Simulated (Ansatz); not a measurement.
A nudged elastic band was laid between two geometries of CH4NO (7 atoms, charge 0, multiplicity 2).

The calculation used Ansatz 0.2.0, UKS PBE0/6-31G*.

```json
{"movable images": "7", "climbing image": "yes", "spring": "5.0 eV/Å²", "optimiser": "quadratic models (default)", "start path": "IDPP", "force threshold": "0.05 eV/Å", "iteration limit": "60", "end points": "relaxed"}
```

Initial state:

```xyz
7
Properties=species:S:1:pos:R:3
N -0.814 -0.621 -0.523
C 0.048 0.285 0.146
O 1.147 -0.356 0.719
H -1.616 -0.080 -0.871
H 0.369 1.064 -0.582
H -0.470 0.827 0.957
H 1.335 -1.119 0.153
```

Final state:

```xyz
7
Properties=species:S:1:pos:R:3
N -0.733 -0.582 -0.670
C 0.083 0.301 0.083
O 1.284 -0.291 0.474
H -1.567 -0.056 -0.959
H 0.342 1.212 -0.485
H -0.502 0.649 0.966
H 1.092 -1.233 0.591
```

Q: What changes between the two ends?

A: No bond is made or broken. The dihedral H5–C2–O3–H7 goes from -91 to -155°. The two ends are copies of one structure, up to a mirror image or an exchange of like atoms.

Q: What energy profile does the band end with?

A: The run converged. The highest image is number 4 of 0 to 8, 0.5 kJ/mol above the ends, which have the same energy within 2 meV. The top lies less than 8 meV above the higher end, about what the thresholds resolve: that end is a shoulder or a very shallow well. A vibrational analysis at the climbing image gives one clearly imaginary mode, 183i cm⁻¹: a first-order saddle point.

| image | path coordinate (Å) | energy (kJ/mol) | dihedral H5–C2–O3–H7 (°) |
| --- | --- | --- | --- |
| 0 | 0.00 | 0.0 | -91 |
| 1 | 0.09 | 0.1 | -98 |
| 2 | 0.17 | 0.3 | -106 |
| 3 | 0.26 | 0.4 | -114 |
| 4 | 0.34 | 0.5 | -123 |
| 5 | 0.43 | 0.4 | -131 |
| 6 | 0.51 | 0.2 | -139 |
| 7 | 0.60 | 0.1 | -147 |
| 8 | 0.68 | 0.0 | -155 |

Q: What is the geometry of the highest image?

A: 
```xyz
7
Properties=species:S:1:pos:R:3:forces:R:3
N -0.744 -0.602 -0.590 -0.01 0.00 -0.01
C 0.070 0.308 0.125 -0.03 0.02 -0.01
O 1.228 -0.301 0.611 0.04 0.02 0.03
H -1.572 -0.091 -0.917 0.00 0.00 0.00
H 0.346 1.164 -0.526 0.00 -0.01 0.01
H -0.502 0.747 0.969 0.01 -0.01 0.00
H 1.174 -1.225 0.328 -0.02 -0.01 -0.01
```

Time of the run: 56 s on 1 thread of Arm Neoverse V1, on a shared host, peak memory 0.12 GiB.
